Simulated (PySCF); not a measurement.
Calculation: PBE-D3(BJ)/def2-TZVP // B3LYP-D3(BJ)/def2-TZVP (PySCF 2.14.0). All species are isolated molecules in the gas phase. Excitations are Tamm–Dancoff values on a coarser integration grid. The basis has no diffuse functions, so Rydberg states are missing or too high.

Reference species (SMILES): `C#N` (neutral, multiplicity 1).

* **S1 oscillator strength**: 0.000
* **S1 excitation (TDA)**: 8.18 eV
* **HOMO**: -9.04 eV
* **HOMO–LUMO gap**: 8.18 eV

After one change: the S1 oscillator strength hardly moves; the S1 excitation (TDA) drops by 2.93 eV; the HOMO rises by 1.19 eV; the HOMO–LUMO gap falls by 2.93 eV.

Problem. Name the change that produced these shifts. The new species is one of these.
A) `COC#N`
B) `C#CC#N`
C) `[C-]#[N+]C#N`
D) `N#CO`

Solution. B, `C#CC#N`
